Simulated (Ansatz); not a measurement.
Ansatz (an electronic-structure program) input:

Ansatz 0.2 input:
```yaml
crystal:
  periodic: [false, false, false]
  atoms:
    - {symbol: C, position_ang: [0.05421122, 0.70484056, 0.00025981]}
    - {symbol: N, position_ang: [0.04393301, -0.75753911, 0.00046505]}
    - {symbol: H, position_ang: [-0.93688026, 1.17928349, -0.00704903]}
    - {symbol: H, position_ang: [-0.44952413, -1.11274988, 0.81056760]}
    - {symbol: H, position_ang: [-0.43767370, -1.11306154, -0.81660260]}
    - {symbol: H, position_ang: [0.58924350, 1.06029739, 0.88241211]}
    - {symbol: H, position_ang: [0.60203622, 1.05996094, -0.87414231]}
basis:
  gaussian:
    orbitals: def2-TZVP
magnetization: {spin_polarized: false}
correlation: {method: mp2, electrons: outside_noble_gas}
relax: {f_tol: 0.003, max_steps: 100}
```

Problem. What final total energy does it print?

Solution. -95.64342 Eh (MP2/def2-TZVP). The basis has 92 functions.
